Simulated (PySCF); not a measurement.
Reaction (SMILES): F[Si]F (closed-shell singlet) + 3 [H][H] (H2) → 2 F (HF) + [SiH4] (SiH4)
B3LYP-D3(BJ)/def2-TZVP geometries, fixed; electronic energies without zero-point terms.

Basis-set convergence of the energy of full hydrogenation at PBE with PySCF. All functions are spherical. Density fitting with generated auxiliary sets. In sets without p functions on hydrogen, species with hydrogen take exact integrals. No added dispersion term, no relativity. Functions are those of the species that has most. Reference: the value in def2-QZVPPD, 17.87 kcal/mol, itself unsure by roughly 1.28 kcal/mol (its mean distance from pcseg-3, def2-QZVPP, cc-pV(Q+d)Z).

| basis | functions | energy of full hydrogenation (kcal/mol) |
|---|---|---|
| STO-3G | 19 | 32.15 |
| 6-31G** | 46 | 30.79 |
| def2-SV(P) | 46 | ? |
| cc-pV(D+d)Z | 51 | 20.59 |
| 6-31+G* | 58 | 20.71 |
| 6-311G** | 62 | 17.30 |
| aug-pcseg-1 | 73 | ? |
| 6-311++G(2d,2p) | 89 | 12.31 |
| cc-pV(T+d)Z | 99 | 22.46 |
| def2-TZVP | 99 | ? |
| 6-311++G(3df,3pd) | 125 | 14.37 |
| jun-cc-pV(T+d)Z | 126 | ? |
| aug-pcseg-2 | 142 | 17.40 |

Q: Some entries are withheld; supply them.

A: 
- def2-SV(P), energy of full hydrogenation (kcal/mol): 34.67
- aug-pcseg-1, energy of full hydrogenation (kcal/mol): 6.97
- def2-TZVP, energy of full hydrogenation (kcal/mol): 21.60
- jun-cc-pV(T+d)Z, energy of full hydrogenation (kcal/mol): 16.28
